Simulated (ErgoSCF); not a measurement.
**PNH4 (SMILES N=[PH3]): levels of theory compared**

Aim: a comparison of 4 runs (HF/STO-3G, HF/def2-SVP, B3LYP/pcseg-1, PBE0/def2-SVP) of PNH4. 

The calculation is run with ErgoSCF 3.8.

1 further run of the same task is left out (set aside as unsound or not needed).

### 1 Starting point

PNH4: 6 atoms, total charge 0, spin state singlet. SMILES: `N=[PH3]`. Geometry: relaxed at GFN2-xTB.

Bond lengths: N1–P2 1.541 Å, N1–H3 1.008 Å, P2–H4 1.400 Å, P2–H5 1.400 Å, P2–H6 1.376 Å. Angles: N1–P2–H4 122.7°, N1–P2–H5 122.7°, N1–P2–H6 107.3°, P2–N1–H3 115.5°, H4–P2–H5 97.9°, H4–P2–H6 101.3°, H5–P2–H6 101.2°.

### 2 A single-point energy at HF/STO-3G (run 1)

The input, input.ego:

```
# HF on H4NP
set_nthreads("env")
molecule_inline
N  1.16114222 -1.34663773 1.64047125
P  -0.29625236 0.42528286 -0.15408827
H  1.95635787 -2.87100421 0.81966871
H  -2.45603925 -0.33933812 -1.47638633
H  0.87925177 1.75901377 -2.11331852
H  -1.24447914 2.37268343 1.28365316
EOF
scf.max_number_of_iterations = 120
scf.output_mulliken_pop = 1
tmpdir = "."
scf.use_diagonalization = 1
basis = "STO-3G"
run "HF"
```

The basis set STO-3G is read from a file made from the Basis Set Exchange's data (not shown).

Started as:

```bash
$ ergo < input.ego
```

Standard output:

```text
[...]
INSC SCF_general constructor, number of basis functions: 18
[...]
INSC Energy   1 =       -339.82008292647
[...]
INDE E_LUMO =          0.44552948262
[...]
INSC Energy  11 =       -392.80212022554  ( diff     -0.000000000003411 )
[...]
RESC CONVERGED after  11 iterations.
RESC FINAL ENERGY:       -392.80212022554
[...]
INSC SCF: dipole_moment_x [atomic units] =      -0.64414105
INSC SCF: dipole_moment_y [atomic units] =       0.65711918
INSC SCF: dipole_moment_z [atomic units] =      -1.19570740
[...]
```

It took 0.99 s on 1 thread of Arm Neoverse V1, shared host; peak memory 0.26 GiB.

### 3 The energy at HF/def2-SVP (run 2)

The input, ergo.in:

```
set_nthreads("env")
molecule_inline
N    1.16114222  -1.34663773   1.64047125
P   -0.29625236   0.42528286  -0.15408827
H    1.95635787  -2.87100421   0.81966871
H   -2.45603925  -0.33933812  -1.47638633
H    0.87925177   1.75901377  -2.11331852
H   -1.24447914   2.37268343   1.28365316
EOF
scf.output_mulliken_pop = 1
scf.use_diagonalization = 1
basis = "def2-SVP"
tmpdir = "."
charge = 0
spin_polarization = 0
scf.max_number_of_iterations = 120
run "HF"
```

The basis set def2-SVP is read from a file made from the Basis Set Exchange's data (not shown).

Started as:

```bash
$ ergo ergo.in
```

Standard output:

```text
[...]
INSC SCF_general constructor, number of basis functions: 52
[...]
INSC Energy   1 =       -162.33008569189
[...]
INDE E_LUMO =          0.16925660079
[...]
INSC Energy  14 =       -397.29862750309  ( diff     -0.000000000003297 )
[...]
RESC CONVERGED after  14 iterations.
RESC FINAL ENERGY:       -397.29862750309
[...]
INSC SCF: dipole_moment_x [atomic units] =      -0.50134344
INSC SCF: dipole_moment_y [atomic units] =       0.43964903
INSC SCF: dipole_moment_z [atomic units] =      -1.16190321
[...]
```

Run time: 6 s. Hardware: 1 thread of Arm Neoverse V1, shared host; peak memory 0.26 GiB.

### 4 A single-point energy at B3LYP/pcseg-1 (run 3)

The input, input.xyz:

```xyz
6
H4NP
N      0.614450    -0.712610     0.868100
P     -0.156770     0.225050    -0.081540
H      1.035260    -1.519270     0.433750
H     -1.299680    -0.179570    -0.781270
H      0.465280     0.930830    -1.118320
H     -0.658550     1.255570     0.679280
```

The input, ergo.in:

```
set_nthreads("env")
molecule "input.xyz"
XC.radint = 1e-11
XC.angint = 41
scf.output_mulliken_pop = 1
scf.use_diagonalization = 1
XC.sparse_mode = 0
tmpdir = "."
basis = "pcseg-1"
scf.max_number_of_iterations = 120
run "B3LYP-G"
```

The basis set pcseg-1 is read from a file made from the Basis Set Exchange's data (not shown).

Started as:

```bash
$ ergo ergo.in
```

Standard output:

```text
[...]
INDF Weighted mixed functional:
[...]
INSC Energy   1 =       -164.09468789199
[...]
INDE E_LUMO =          0.01056949669
[...]
INSC Energy  17 =       -398.44728453109  ( diff     -0.000000000003297 )
[...]
RESC CONVERGED after  17 iterations.
RESC FINAL ENERGY:       -398.44728453109
[...]
INSC SCF: dipole_moment_x [atomic units] =      -0.41130643
INSC SCF: dipole_moment_y [atomic units] =       0.34477003
INSC SCF: dipole_moment_z [atomic units] =      -1.00382983
[...]
```

Run time: 11 s. Hardware: 1 thread of Arm Neoverse V1, shared host; peak memory 0.26 GiB.

### 5 The energy at PBE0/def2-SVP (run 4)

The input, run.inp:

```
set_nthreads(1)
molecule_inline
N      1.16114222    -1.34663773     1.64047125
P     -0.29625236     0.42528286    -0.15408827
H      1.95635787    -2.87100421     0.81966871
H     -2.45603925    -0.33933812    -1.47638633
H      0.87925177     1.75901377    -2.11331852
H     -1.24447914     2.37268343     1.28365316
EOF
basis = "def2-SVP"
XC.sparse_mode = 0
scf.output_mulliken_pop = 1
tmpdir = "."
XC.radint = 1e-11
scf.use_diagonalization = 1
scf.max_number_of_iterations = 120
XC.angint = 41
run "PBE0"
```

The basis set def2-SVP is read from a file made from the Basis Set Exchange's data (not shown).

Started as:

```bash
$ ergo < run.inp
```

Standard output:

```text
[...]
INDF Weighted mixed functional:
[...]
INSC Energy   1 =       -167.93459217155
[...]
INDE E_LUMO =          0.04446749004
[...]
INSC Energy  25 =       -398.09656563415  ( diff     -0.000000000000796 )
[...]
RESC CONVERGED after  25 iterations.
RESC FINAL ENERGY:       -398.09656563415
[...]
INSC SCF: dipole_moment_x [atomic units] =      -0.40241544
INSC SCF: dipole_moment_y [atomic units] =       0.34284812
INSC SCF: dipole_moment_z [atomic units] =      -0.96418415
[...]
```

It took 14 s on 1 thread of Arm Neoverse V1, shared host; peak memory 0.26 GiB.

### 6 All runs side by side

| run | level | integration grid | radint | energy (Eh) | dipole moment (D) | wall time |
| --- | --- | --- | --- | --- | --- | --- |
| 1 | HF/STO-3G | – | – | -392.802120 | 3.83 | 0.99 s |
| 2 | HF/def2-SVP | – | – | -397.298628 | 3.41 | 6 s |
| 3 | B3LYP/pcseg-1 | Turbo | 1e-11 | -398.447285 | 2.89 | 11 s |
| 4 | PBE0/def2-SVP | Turbo | 1e-11 | -398.096566 | 2.79 | 14 s |

### 7 Summary of results

| quantity | value |
| --- | --- |
| run 4: total energy | -398.09657 Eh |
| run 4: dipole moment | 2.79 D |

**Reading.** The dipole moment (its size) runs from 2.79 D (PBE0/def2-SVP) to 3.83 D (HF/STO-3G). The two ends differ in method and basis. Totals of different functionals can't be ranked against each other. In run 1 the basis is minimal, so the values are rough. All runs together took 33 s, the longest 14 s.
